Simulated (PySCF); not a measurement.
# ClFH2O, a complex of two parts: interaction energy, part 3 of 3

PySCF 2.14.0. Atoms count from 0, parts from 1.

### 8 Coupled-cluster interaction energy: CCSD(T) and MP2, 2.17 Å

What the job is given:

```
{"job": {"kind": "intercc", "basis": "aug-cc-pVDZ", "basis_mid": "aug-cc-pVTZ", "basis_large": "aug-cc-pVQZ"}, "charge": 0, "multiplicity": 1, "parts": [{"atoms": "0-1", "charge": 0, "multiplicity": 1}, {"atoms": "2-4", "charge": 0, "multiplicity": 1}]}
Cl     0.808943     0.394836    -0.440232
F     -0.520588    -0.219423     0.313723
O      2.557927     1.193570    -1.457184
H      3.273317     0.586479    -1.243653
H      2.365529     1.046487    -2.388549
```

With the program's defaults for keys left out, this is: CCSD(T)/aug-cc-pVDZ and MP2/aug-cc-pVTZ, aug-cc-pVQZ counterpoise interaction energy, frozen core, gas phase.

Output:

```text
part 1, own basis, geometry of the cluster: E = -558.9029891234 (as before)

part 2, own basis, geometry of the cluster: E = -76.0602565424 (as before)

part 1, own basis, relaxed alone: E = -558.9045096932 (as before)

part 2, own basis, relaxed alone: E = -76.0604054083 (as before)

cluster
final grid: 5040 points
cycle   1  E = -634.9539676432  dE = -2.252e-02  |g| = 7.312e-02  |ddm| = 7.023e-01
cycle   2  E = -634.9567237965  dE = -2.756e-03  |g| = 3.218e-02  |ddm| = 1.640e-01
cycle   3  E = -634.9572441541  dE = -5.204e-04  |g| = 2.148e-02  |ddm| = 7.116e-02
cycle   4  E = -634.9574312675  dE = -1.871e-04  |g| = 4.046e-03  |ddm| = 4.721e-02
cycle   5  E = -634.9574432365  dE = -1.197e-05  |g| = 2.007e-03  |ddm| = 1.237e-02
cycle   6  E = -634.9574445361  dE = -1.300e-06  |g| = 4.826e-04  |ddm| = 3.563e-03
cycle   7  E = -634.9574446892  dE = -1.531e-07  |g| = 1.296e-04  |ddm| = 1.347e-03
cycle   8  E = -634.9574446990  dE = -9.791e-09  |g| = 2.255e-05  |ddm| = 3.710e-04
cycle   9  E = -634.9574446993  dE = -3.245e-10  |g| = 6.822e-06  |ddm| = 6.024e-05
converged SCF energy = -634.9574446993

part 1 in the basis of the cluster
final grid: 5040 points
cycle   1  E = -558.9032144484  dE = -2.214e-04  |g| = 2.564e-03  |ddm| = 2.574e-01
cycle   2  E = -558.9032165174  dE = -2.069e-06  |g| = 3.104e-04  |ddm| = 2.541e-02
cycle   3  E = -558.9032165592  dE = -4.184e-08  |g| = 6.352e-05  |ddm| = 3.623e-03
cycle   4  E = -558.9032165599  dE = -6.858e-10  |g| = 2.916e-05  |ddm| = 1.841e-04
converged SCF energy = -558.9032165599

part 2 in the basis of the cluster
final grid: 5040 points
cycle   1  E = -76.0603530592  dE = -9.710e-05  |g| = 2.229e-03  |ddm| = 2.656e-01
cycle   2  E = -76.0603546274  dE = -1.568e-06  |g| = 3.189e-04  |ddm| = 3.169e-02
cycle   3  E = -76.0603546697  dE = -4.228e-08  |g| = 3.642e-05  |ddm| = 5.082e-03
cycle   4  E = -76.0603546702  dE = -5.438e-10  |g| = 1.801e-05  |ddm| = 2.245e-04
converged SCF energy = -76.0603546702

Interaction energy (kcal/mol)
  counterpoise       -1.569
  uncorrected        -2.438
  dispersion part     0.000
  deformation        -0.080
  binding            -1.649

Decomposition of the uncorrected value (kcal/mol)
  electrostatic     -28.201
  Pauli              48.155
  orbital           -16.312
  dispersion          0.000
  correlation        -6.080

Charge of each part in the cluster: -0.068 0.068
part 1, own basis, geometry of the cluster: E = -558.9146401934 (as before)

part 2, own basis, geometry of the cluster: E = -76.0656144033 (as before)

part 1, own basis, relaxed alone: E = -558.9162975511 (as before)

part 2, own basis, relaxed alone: E = -76.0657738260 (as before)

cluster
final grid: 5040 points
cycle   1  E = -634.9711616261  dE = -2.285e-02  |g| = 7.441e-02  |ddm| = 6.050e-01
cycle   2  E = -634.9740018102  dE = -2.840e-03  |g| = 3.264e-02  |ddm| = 1.445e-01
cycle   3  E = -634.9745390145  dE = -5.372e-04  |g| = 2.187e-02  |ddm| = 6.380e-02
cycle   4  E = -634.9747301360  dE = -1.911e-04  |g| = 4.150e-03  |ddm| = 4.567e-02
cycle   5  E = -634.9747425932  dE = -1.246e-05  |g| = 2.027e-03  |ddm| = 1.250e-02
cycle   6  E = -634.9747439553  dE = -1.362e-06  |g| = 5.226e-04  |ddm| = 3.804e-03
cycle   7  E = -634.9747441245  dE = -1.692e-07  |g| = 1.409e-04  |ddm| = 1.394e-03
cycle   8  E = -634.9747441359  dE = -1.140e-08  |g| = 2.396e-05  |ddm| = 4.366e-04
cycle   9  E = -634.9747441363  dE = -3.520e-10  |g| = 6.988e-06  |ddm| = 6.579e-05
converged SCF energy = -634.9747441363

part 1 in the basis of the cluster
final grid: 5040 points
cycle   1  E = -558.9147124220  dE = -6.810e-05  |g| = 1.436e-03  |ddm| = 2.607e-01
cycle   2  E = -558.9147131158  dE = -6.938e-07  |g| = 1.737e-04  |ddm| = 2.361e-02
cycle   3  E = -558.9147131294  dE = -1.355e-08  |g| = 2.343e-05  |ddm| = 3.160e-03
cycle   4  E = -558.9147131295  dE = -1.151e-10  |g| = 1.271e-05  |ddm| = 1.264e-04
converged SCF energy = -558.9147131295

part 2 in the basis of the cluster
final grid: 5040 points
cycle   1  E = -76.0656487390  dE = -3.402e-05  |g| = 1.214e-03  |ddm| = 3.049e-01
cycle   2  E = -76.0656491616  dE = -4.226e-07  |g| = 1.540e-04  |ddm| = 3.234e-02
cycle   3  E = -76.0656491716  dE = -9.936e-09  |g| = 1.445e-05  |ddm| = 4.536e-03
cycle   4  E = -76.0656491717  dE = -1.201e-10  |g| = 3.287e-06  |ddm| = 2.168e-04
converged SCF energy = -76.0656491717

Interaction energy (kcal/mol)
  counterpoise       -2.545
  uncorrected        -2.994
  dispersion part     0.000
  deformation         0.084
  binding            -2.461

Decomposition of the uncorrected value (kcal/mol)
  electrostatic     -28.042
  Pauli              48.086
  orbital           -16.584
  dispersion          0.000
  correlation        -6.455

Charge of each part in the cluster: -0.069 0.069
part 1 in the basis of the cluster: E(HF) = -558.860576990  E2 = -0.359597152  E(CCSD corr) = -0.375074651  (T) = -0.010712689
part 2 in the basis of the cluster: E(HF) = -76.041573751  E2 = -0.220547873  E(CCSD corr) = -0.228260734  (T) = -0.005373991
cluster: E(HF) = -634.895502988  E2 = -0.586003119  E(CCSD corr) = -0.605716426  (T) = -0.017337436

Counterpoise interaction energy (kcal/mol)
  hf_small                   4.171
  mp2_small                  0.495
  ccsd_small                 2.677
  ccsdt_small                1.893
  hf_large                   3.526
  mp2_large                 -2.545
  hf_middle                  3.845
  mp2_middle                -1.569
  scs_mp2_large             -0.665
  mp2_limit                 -3.025
  ccsdt_less_mp2             1.397
  ccsdt_limit_estimate      -1.628
  bsse_mp2_large             0.449
```

Run time: 98 s. Hardware: 1 thread of Arm Neoverse N1, shared host; peak memory 0.94 GiB.

Contacts at this geometry (a selection, picked against the atoms' radii; other short pairs can be missing):

| atoms | distance (Å) | kind (by distance and angle) | angle (°) |
| --- | --- | --- | --- |
| Cl0···O2 | 2.17 | halogen bond | 179 |

Differences are taken before rounding.

| method | interaction energy (kcal/mol) | from CCSD(T), limit estimate (kcal/mol) |
| --- | --- | --- |
| HF/aug-cc-pVDZ | 4.17 | +5.80 |
| MP2/aug-cc-pVDZ | 0.50 | +2.12 |
| CCSD/aug-cc-pVDZ | 2.68 | +4.31 |
| CCSD(T)/aug-cc-pVDZ | 1.89 | +3.52 |
| HF/aug-cc-pVQZ | 3.53 | +5.15 |
| MP2/aug-cc-pVQZ | -2.55 | -0.92 |
| SCS-MP2/aug-cc-pVQZ | -0.66 | +0.96 |
| MP2, extrapolated | -3.02 | -1.40 |
| CCSD(T), limit estimate | -1.63 | 0 |

These energies keep the parts at their geometry in the cluster; deforming them to it costs 0.08 kcal/mol (MP2).

### 9 Coupled-cluster interaction energy: CCSD(T) and MP2, 3.62 Å

The job, as its differences from that of step 8:

```diff
@@ -3,4 +3,4 @@
 F     -0.520588    -0.219423     0.313723
-O      2.557927     1.193570    -1.457184
-H      3.273317     0.586479    -1.243653
-H      2.365529     1.046487    -2.388549
+O      3.723917     1.726059    -2.135152
+H      4.439307     1.118968    -1.921622
+H      3.531519     1.578976    -3.066518
```

Level: CCSD(T)/aug-cc-pVDZ and MP2/aug-cc-pVTZ, aug-cc-pVQZ counterpoise interaction energy, frozen core, gas phase.

Output:

```text
part 1, own basis, geometry of the cluster: E = -558.9029891234 (as before)

part 2, own basis, geometry of the cluster: E = -76.0602565424 (as before)

part 1, own basis, relaxed alone: E = -558.9045096932 (as before)

part 2, own basis, relaxed alone: E = -76.0604054083 (as before)

cluster
final grid: 5040 points
cycle   1  E = -634.9658603423  dE = -3.510e-04  |g| = 8.730e-03  |ddm| = 1.200e-01
cycle   2  E = -634.9658861407  dE = -2.580e-05  |g| = 4.551e-03  |ddm| = 2.230e-02
cycle   3  E = -634.9658910859  dE = -4.945e-06  |g| = 1.861e-03  |ddm| = 6.088e-03
cycle   4  E = -634.9658924998  dE = -1.414e-06  |g| = 4.508e-04  |ddm| = 3.963e-03
cycle   5  E = -634.9658926545  dE = -1.547e-07  |g| = 1.682e-04  |ddm| = 1.233e-03
cycle   6  E = -634.9658926765  dE = -2.202e-08  |g| = 6.133e-05  |ddm| = 5.140e-04
cycle   7  E = -634.9658926795  dE = -3.028e-09  |g| = 3.031e-05  |ddm| = 1.746e-04
cycle   8  E = -634.9658926805  dE = -9.687e-10  |g| = 1.412e-05  |ddm| = 1.073e-04
converged SCF energy = -634.9658926805

part 1 in the basis of the cluster
final grid: 5040 points
cycle   1  E = -558.9030422931  dE = -5.299e-05  |g| = 1.143e-03  |ddm| = 8.640e-02
cycle   2  E = -558.9030427836  dE = -4.905e-07  |g| = 1.300e-04  |ddm| = 8.351e-03
cycle   3  E = -558.9030427910  dE = -7.416e-09  |g| = 2.340e-05  |ddm| = 1.075e-03
cycle   4  E = -558.9030427911  dE = -9.800e-11  |g| = 1.103e-05  |ddm| = 4.411e-05
converged SCF energy = -558.9030427911

part 2 in the basis of the cluster
final grid: 5040 points
cycle   1  E = -76.0602696481  dE = -1.343e-05  |g| = 7.381e-04  |ddm| = 4.956e-02
cycle   2  E = -76.0602698844  dE = -2.363e-07  |g| = 1.141e-04  |ddm| = 6.895e-03
cycle   3  E = -76.0602698914  dE = -6.976e-09  |g| = 9.501e-06  |ddm| = 1.326e-03
cycle   4  E = -76.0602698914  dE = -5.335e-11  |g| = 1.691e-06  |ddm| = 7.873e-05
converged SCF energy = -76.0602698914

Interaction energy (kcal/mol)
  counterpoise       -1.888
  uncorrected        -2.012
  dispersion part     0.000
  deformation        -0.080
  binding            -1.968

Decomposition of the uncorrected value (kcal/mol)
  electrostatic      -1.646
  Pauli               0.225
  orbital            -0.241
  dispersion          0.000
  correlation        -0.351

Charge of each part in the cluster: -0.002 0.002
part 1, own basis, geometry of the cluster: E = -558.9146401934 (as before)

part 2, own basis, geometry of the cluster: E = -76.0656144033 (as before)

part 1, own basis, relaxed alone: E = -558.9162975511 (as before)

part 2, own basis, relaxed alone: E = -76.0657738260 (as before)

cluster
final grid: 5040 points
cycle   1  E = -634.9828177863  dE = -2.967e-04  |g| = 8.907e-03  |ddm| = 1.569e-01
cycle   2  E = -634.9828422137  dE = -2.443e-05  |g| = 4.626e-03  |ddm| = 2.386e-02
cycle   3  E = -634.9828471347  dE = -4.921e-06  |g| = 1.850e-03  |ddm| = 6.250e-03
cycle   4  E = -634.9828485177  dE = -1.383e-06  |g| = 4.723e-04  |ddm| = 3.644e-03
cycle   5  E = -634.9828486894  dE = -1.717e-07  |g| = 1.725e-04  |ddm| = 1.296e-03
cycle   6  E = -634.9828487116  dE = -2.224e-08  |g| = 6.308e-05  |ddm| = 5.291e-04
cycle   7  E = -634.9828487149  dE = -3.259e-09  |g| = 3.071e-05  |ddm| = 1.909e-04
cycle   8  E = -634.9828487158  dE = -9.594e-10  |g| = 1.462e-05  |ddm| = 1.122e-04
converged SCF energy = -634.9828487158

part 1 in the basis of the cluster
final grid: 5040 points
cycle   1  E = -558.9146593756  dE = -1.899e-05  |g| = 7.043e-04  |ddm| = 9.311e-02
cycle   2  E = -558.9146595784  dE = -2.028e-07  |g| = 8.562e-05  |ddm| = 7.699e-03
cycle   3  E = -558.9146595817  dE = -3.349e-09  |g| = 1.523e-05  |ddm| = 9.365e-04
cycle   4  E = -558.9146595818  dE = -3.399e-11  |g| = 6.699e-06  |ddm| = 3.119e-05
converged SCF energy = -558.9146595818

part 2 in the basis of the cluster
final grid: 5040 points
cycle   1  E = -76.0656246105  dE = -1.022e-05  |g| = 6.271e-04  |ddm| = 1.081e-01
cycle   2  E = -76.0656247477  dE = -1.372e-07  |g| = 8.365e-05  |ddm| = 1.183e-02
cycle   3  E = -76.0656247510  dE = -3.299e-09  |g| = 8.452e-06  |ddm| = 1.759e-03
cycle   4  E = -76.0656247510  dE = -3.367e-11  |g| = 3.488e-06  |ddm| = 9.236e-05
converged SCF energy = -76.0656247510

Interaction energy (kcal/mol)
  counterpoise       -1.904
  uncorrected        -1.960
  dispersion part     0.000
  deformation         0.084
  binding            -1.820

Decomposition of the uncorrected value (kcal/mol)
  electrostatic      -1.641
  Pauli               0.219
  orbital            -0.206
  dispersion          0.000
  correlation        -0.333

Charge of each part in the cluster: -0.002 0.002
part 1 in the basis of the cluster: E(HF) = -558.860229689  E2 = -0.358741093  E(CCSD corr) = -0.374134489  (T) = -0.010593615
part 2 in the basis of the cluster: E(HF) = -76.041146806  E2 = -0.219791949  E(CCSD corr) = -0.227540449  (T) = -0.005251192
cluster: E(HF) = -634.904007710  E2 = -0.578850858  E(CCSD corr) = -0.601864289  (T) = -0.015905542

Counterpoise interaction energy (kcal/mol)
  hf_small                  -1.651
  mp2_small                 -1.851
  ccsd_small                -1.770
  ccsdt_small               -1.808
  hf_large                  -1.609
  mp2_large                 -1.904
  hf_middle                 -1.619
  mp2_middle                -1.888
  scs_mp2_large             -1.788
  mp2_limit                 -1.923
  ccsdt_less_mp2             0.043
  ccsdt_limit_estimate      -1.881
  bsse_mp2_large             0.056
```

Run time: 97 s. Hardware: 1 thread of Arm Neoverse N1, shared host; peak memory 0.97 GiB.

Contacts at this geometry (a selection, picked against the atoms' radii; other short pairs can be missing):

| atoms | distance (Å) | kind (by distance and angle) | angle (°) |
| --- | --- | --- | --- |
| Cl0···O2 | 3.62 | beyond van der Waals contact | – |

| method | interaction energy (kcal/mol) | from CCSD(T), limit estimate (kcal/mol) |
| --- | --- | --- |
| HF/aug-cc-pVDZ | -1.65 | +0.23 |
| MP2/aug-cc-pVDZ | -1.85 | +0.03 |
| CCSD/aug-cc-pVDZ | -1.77 | +0.11 |
| CCSD(T)/aug-cc-pVDZ | -1.81 | +0.07 |
| HF/aug-cc-pVQZ | -1.61 | +0.27 |
| MP2/aug-cc-pVQZ | -1.90 | -0.02 |
| SCS-MP2/aug-cc-pVQZ | -1.79 | +0.09 |
| MP2, extrapolated | -1.92 | -0.04 |
| CCSD(T), limit estimate | -1.88 | 0 |

These energies keep the parts at their geometry in the cluster; deforming them to it costs 0.08 kcal/mol (MP2).

### 10 Coupled-cluster interaction energy: CCSD(T) and MP2, 4.83 Å

The job, as its differences from that of step 9:

```diff
@@ -3,4 +3,4 @@
 F     -0.520588    -0.219423     0.313723
-O      3.723917     1.726059    -2.135152
-H      4.439307     1.118968    -1.921622
-H      3.531519     1.578976    -3.066518
+O      4.695575     2.169800    -2.700126
+H      5.410965     1.562709    -2.486595
+H      4.503177     2.022717    -3.631491
```

Level: CCSD(T)/aug-cc-pVDZ and MP2/aug-cc-pVTZ, aug-cc-pVQZ counterpoise interaction energy, frozen core, gas phase.

Output:

```text
part 1, own basis, geometry of the cluster: E = -558.9029891234 (as before)

part 2, own basis, geometry of the cluster: E = -76.0602565424 (as before)

part 1, own basis, relaxed alone: E = -558.9045096932 (as before)

part 2, own basis, relaxed alone: E = -76.0604054083 (as before)

cluster
final grid: 5040 points
cycle   1  E = -634.9641213816  dE = -4.506e-05  |g| = 3.328e-03  |ddm| = 7.471e-02
cycle   2  E = -634.9641238661  dE = -2.485e-06  |g| = 1.907e-03  |ddm| = 8.584e-03
cycle   3  E = -634.9641245700  dE = -7.039e-07  |g| = 5.874e-04  |ddm| = 2.210e-03
cycle   4  E = -634.9641247156  dE = -1.455e-07  |g| = 1.738e-04  |ddm| = 1.266e-03
cycle   5  E = -634.9641247401  dE = -2.448e-08  |g| = 6.131e-05  |ddm| = 5.378e-04
cycle   6  E = -634.9641247429  dE = -2.816e-09  |g| = 2.542e-05  |ddm| = 1.746e-04
cycle   7  E = -634.9641247434  dE = -5.309e-10  |g| = 1.204e-05  |ddm| = 7.542e-05
converged SCF energy = -634.9641247434

part 1 in the basis of the cluster
final grid: 5040 points
cycle   1  E = -558.9030055347  dE = -1.639e-05  |g| = 4.938e-04  |ddm| = 6.879e-02
cycle   2  E = -558.9030056277  dE = -9.297e-08  |g| = 4.643e-05  |ddm| = 5.321e-03
cycle   3  E = -558.9030056288  dE = -1.108e-09  |g| = 4.943e-06  |ddm| = 5.179e-04
cycle   4  E = -558.9030056288  dE = -8.640e-12  |g| = 2.880e-06  |ddm| = 2.196e-05
converged SCF energy = -558.9030056288

part 2 in the basis of the cluster
final grid: 5040 points
cycle   1  E = -76.0602585515  dE = -2.166e-06  |g| = 2.248e-04  |ddm| = 2.002e-02
cycle   2  E = -76.0602585782  dE = -2.674e-08  |g| = 2.875e-05  |ddm| = 1.806e-03
cycle   3  E = -76.0602585788  dE = -5.400e-10  |g| = 2.562e-06  |ddm| = 2.229e-04
converged SCF energy = -76.0602585788

Interaction energy (kcal/mol)
  counterpoise       -0.543
  uncorrected        -0.578
  dispersion part     0.000
  deformation        -0.080
  binding            -0.624

Decomposition of the uncorrected value (kcal/mol)
  electrostatic      -0.524
  Pauli               0.003
  orbital            -0.030
  dispersion          0.000
  correlation        -0.026

Charge of each part in the cluster: -0.000 0.000
part 1, own basis, geometry of the cluster: E = -558.9146401934 (as before)

part 2, own basis, geometry of the cluster: E = -76.0656144033 (as before)

part 1, own basis, relaxed alone: E = -558.9162975511 (as before)

part 2, own basis, relaxed alone: E = -76.0657738260 (as before)

cluster
final grid: 5040 points
cycle   1  E = -634.9811200663  dE = -3.595e-05  |g| = 3.456e-03  |ddm| = 7.237e-02
cycle   2  E = -634.9811226729  dE = -2.607e-06  |g| = 1.942e-03  |ddm| = 9.686e-03
cycle   3  E = -634.9811233913  dE = -7.184e-07  |g| = 6.079e-04  |ddm| = 2.422e-03
cycle   4  E = -634.9811235400  dE = -1.487e-07  |g| = 1.806e-04  |ddm| = 1.303e-03
cycle   5  E = -634.9811235664  dE = -2.644e-08  |g| = 6.341e-05  |ddm| = 5.636e-04
cycle   6  E = -634.9811235694  dE = -2.950e-09  |g| = 2.601e-05  |ddm| = 1.946e-04
cycle   7  E = -634.9811235699  dE = -5.607e-10  |g| = 1.224e-05  |ddm| = 8.150e-05
converged SCF energy = -634.9811235699

part 1 in the basis of the cluster
final grid: 5040 points
cycle   1  E = -558.9146457597  dE = -5.549e-06  |g| = 2.961e-04  |ddm| = 5.471e-02
cycle   2  E = -558.9146457978  dE = -3.809e-08  |g| = 2.853e-05  |ddm| = 3.984e-03
cycle   3  E = -558.9146457982  dE = -4.020e-10  |g| = 5.463e-06  |ddm| = 3.928e-04
converged SCF energy = -558.9146457982

part 2 in the basis of the cluster
final grid: 5040 points
cycle   1  E = -76.0656164122  dE = -2.092e-06  |g| = 2.584e-04  |ddm| = 3.651e-02
cycle   2  E = -76.0656164450  dE = -3.274e-08  |g| = 3.629e-05  |ddm| = 4.562e-03
cycle   3  E = -76.0656164458  dE = -7.830e-10  |g| = 2.704e-06  |ddm| = 7.505e-04
converged SCF energy = -76.0656164458

Interaction energy (kcal/mol)
  counterpoise       -0.548
  uncorrected        -0.563
  dispersion part     0.000
  deformation         0.084
  binding            -0.464

Decomposition of the uncorrected value (kcal/mol)
  electrostatic      -0.523
  Pauli               0.003
  orbital            -0.025
  dispersion          0.000
  correlation        -0.018

Charge of each part in the cluster: -0.000 0.000
part 1 in the basis of the cluster: E(HF) = -558.860150289  E2 = -0.358673065  E(CCSD corr) = -0.374066810  (T) = -0.010582003
part 2 in the basis of the cluster: E(HF) = -76.041123476  E2 = -0.219739864  E(CCSD corr) = -0.227490202  (T) = -0.005241165
cluster: E(HF) = -634.902151141  E2 = -0.578405878  E(CCSD corr) = -0.601530576  (T) = -0.015824005

Counterpoise interaction energy (kcal/mol)
  hf_small                  -0.551
  mp2_small                 -0.546
  ccsd_small                -0.534
  ccsdt_small               -0.534
  hf_large                  -0.540
  mp2_large                 -0.548
  hf_middle                 -0.540
  mp2_middle                -0.543
  scs_mp2_large             -0.530
  mp2_limit                 -0.551
  ccsdt_less_mp2             0.012
  ccsdt_limit_estimate      -0.540
  bsse_mp2_large             0.015
```

It took 92 s on 1 thread of Arm Neoverse N1, shared host; peak memory 0.94 GiB.

Contacts at this geometry (a selection, picked against the atoms' radii; other short pairs can be missing):

| atoms | distance (Å) | kind (by distance and angle) | angle (°) |
| --- | --- | --- | --- |
| Cl0···O2 | 4.83 | beyond van der Waals contact | – |

| method | interaction energy (kcal/mol) | from CCSD(T), limit estimate (kcal/mol) |
| --- | --- | --- |
| HF/aug-cc-pVDZ | -0.55 | -0.01 |
| MP2/aug-cc-pVDZ | -0.55 | -0.01 |
| CCSD/aug-cc-pVDZ | -0.53 | +0.01 |
| CCSD(T)/aug-cc-pVDZ | -0.53 | +0.01 |
| HF/aug-cc-pVQZ | -0.54 | 0.00 |
| MP2/aug-cc-pVQZ | -0.55 | -0.01 |
| SCS-MP2/aug-cc-pVQZ | -0.53 | +0.01 |
| MP2, extrapolated | -0.55 | -0.01 |
| CCSD(T), limit estimate | -0.54 | 0 |

These energies keep the parts at their geometry in the cluster; deforming them to it costs 0.08 kcal/mol (MP2).

### 11 The curve

Counterpoise interaction energies (kcal/mol):

| Cl0···O2 (Å) | HF | MP2 limit | CCSD(T) estimate | time |
| --- | --- | --- | --- | --- |
| 2.17 | 3.53 | -3.02 | -1.63 | 98 s |
| 2.30 | 0.34 | -4.83 | -3.82 | 99 s |
| 2.42 | -1.51 | -5.55 | -4.82 | 1.7 min |
| 2.54 | -2.49 | -5.63 | -5.11 | 99 s |
| 2.66 | -2.92 | -5.35 | -4.98 | 1.7 min |
| 3.02 | -2.75 | -3.88 | -3.73 | 1.7 min |
| 3.62 | -1.61 | -1.92 | -1.88 | 97 s |
| 4.83 | -0.54 | -0.55 | -0.54 | 92 s |

### 12 Summary of results

The summary covers parts 1 to 3.

| quantity | value |
| --- | --- |
| point group | Cs |
| rotational constants (main isotopes) | 297.11, 3.21, 3.20 GHz |
| CCSD(T) estimate at 2.17 Å | -1.63 kcal/mol |
| CCSD(T) estimate at 2.30 Å | -3.82 kcal/mol |
| CCSD(T) estimate at 2.42 Å | -4.82 kcal/mol |
| CCSD(T) estimate at 2.54 Å | -5.11 kcal/mol |
| CCSD(T) estimate at 2.66 Å | -4.98 kcal/mol |
| CCSD(T) estimate at 3.02 Å | -3.73 kcal/mol |
| CCSD(T) estimate at 3.62 Å | -1.88 kcal/mol |
| CCSD(T) estimate at 4.83 Å | -0.54 kcal/mol |

The start of the PBE0/def2-TZVPD relaxation was shaken at random by about 0.01 Å, so part of the energy gained, and of the first lengths quoted, undoes that. Relaxing lowered the energy by 0.120 eV in 7 steps; the close pair that moved most is Cl0–F1, from 1.729 to 1.647 Å. No frequency check was run at this level, so the end point may be a saddle. Along the rigid scan the CCSD(T) estimate is lowest at 2.54 Å (-5.11 kcal/mol), where MP2 at the limit misses it by -0.52 and Hartree-Fock by +2.62.
